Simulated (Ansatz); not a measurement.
Input file for Ansatz (a quantum-chemistry and plane-wave program): R-B3LYP/def2-TZVPPD on C2H4 (SMILES C=C). Files ending in .json are basis or fitting sets from the Basis Set Exchange.

Ansatz 0.2 input:
```yaml
crystal:
  periodic: [false, false, false]
  atoms:
    - {symbol: C, position_ang: [0.00000000, 0.00000000, 0.66559300]}
    - {symbol: C, position_ang: [0.00000000, -0.00000000, -0.66559300]}
    - {symbol: H, position_ang: [0.00000000, 0.92149500, 1.23166800]}
    - {symbol: H, position_ang: [0.00000000, -0.92149500, 1.23166800]}
    - {symbol: H, position_ang: [0.00000000, 0.92149500, -1.23166800]}
    - {symbol: H, position_ang: [0.00000000, -0.92149500, -1.23166800]}
basis:
  gaussian:
    orbitals: def2-TZVPPD.json
hamiltonian:
  xc: {name: B3LYP}
scf: {lower_state_search: off}
```

**Question.** Predict the final total energy.

**Answer.** -78.6255 hartree.
